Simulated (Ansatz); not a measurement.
Task: a composite energy at a relaxed geometry of CH4N, SMILES C[NH], with the Python package of Ansatz (0.2.0). Give the script and its output. Settings (for the species named): B3LYP, def2-SVP basis, multiplicity 2, D4 dispersion.

`ch4n.xyz`
```text
6

C    -0.06649   -0.27143   -0.23689
N    -0.27609    0.41603    0.95763
H    -0.25782    0.36615   -1.11783
H    -0.72309   -1.14201   -0.27324
H     0.98230   -0.59295   -0.35893
H     0.34119    1.22421    1.02926
```

Script `ch4n_composite.py`:
```python
import warnings

import ansatz as az
import numpy as np

warnings.simplefilter('ignore', az.DeckWarning)

molecule = az.Crystal.molecule_from_extxyz('ch4n.xyz')

job = (
    molecule.calculation()
    .basis(gaussian='def2-SVP')
    .functional('B3LYP', dispersion='d4')
    .spin('collinear', total=1)
)
symbols = [site.symbol for site in molecule.cartesian_sites]
start = np.array([site.position_ang for site in molecule.cartesian_sites], dtype=float)
report = job.relax(force_tolerance=0.01).run().report
end = np.array(report['positions_ang'])
print('final positions (A) and the move of each atom')
for symbol, xyz, old in zip(symbols, end, start):
    print(f'{symbol:2s} {xyz[0]:10.5f} {xyz[1]:10.5f} {xyz[2]:10.5f}   {np.linalg.norm(xyz - old):7.4f}')

minimum = az.Crystal.molecule()
for symbol, place in zip(symbols, end):
    minimum = minimum.atom(symbol, place.tolist())
at_minimum = minimum.calculation().spin('collinear', total=1)
level = lambda method, basis: at_minimum.basis(gaussian=basis).correlation(method).run().report
small, large, cluster = level('mp2', 'cc-pVDZ'), level('mp2', 'cc-pVTZ'), level('ccsd_t', 'cc-pVDZ')
corr = lambda each: (each['free_energy_ev'] - each['reference_energy_ev']) / 27.211386246
mp2_limit = (27 * corr(large) - 8 * corr(small)) / 19
pieces = {'HF / cc-pVTZ': large['reference_energy_ev'] / 27.211386246, 'MP2 correlation, DZ-TZ limit': mp2_limit, 'CCSD(T) - MP2 / cc-pVDZ': corr(cluster) - corr(small)}
for name, value in pieces.items():
    print(f'{name:32s} {value:14.6f} Ha')
print(f'{"sum":32s} {sum(pieces.values()):14.6f} Ha')
print('T1 diagnostic', round(cluster['correlation']['coupled_cluster']['t1_diagnostic'], 4))
```

```console
$ python ch4n_composite.py
final positions (A) and the move of each atom
C    -0.06979   -0.27131   -0.23191    0.0060
N    -0.28854    0.42546    1.00290    0.0479
H    -0.26842    0.37567   -1.11419    0.0147
H    -0.71655   -1.16035   -0.30945    0.0411
H     0.98568   -0.60142   -0.34563    0.0161
H     0.35762    1.23195    0.99829    0.0359
HF / cc-pVTZ                         -94.629567 Ha
MP2 correlation, DZ-TZ limit          -0.385750 Ha
CCSD(T) - MP2 / cc-pVDZ               -0.041910 Ha
sum                                  -95.057228 Ha
T1 diagnostic 0.0116
```

The settings weren't tested for convergence. The sum leaves out core correlation, relativity, the Hartree-Fock basis error and zero-point energy; a DZ-TZ extrapolation is rough. The run takes the species as open-shell (spin multiplicity 2), which needn't be its ground state. b3lyp holds the VWN-RPA fit, as in Gaussian; the form of ORCA and Turbomole is b3lyp5. Inner cores stay frozen, so this is valence correlation. The whole script took 12 s on 1 thread of Arm Neoverse V1 (shared host), peak memory 0.23 GiB.
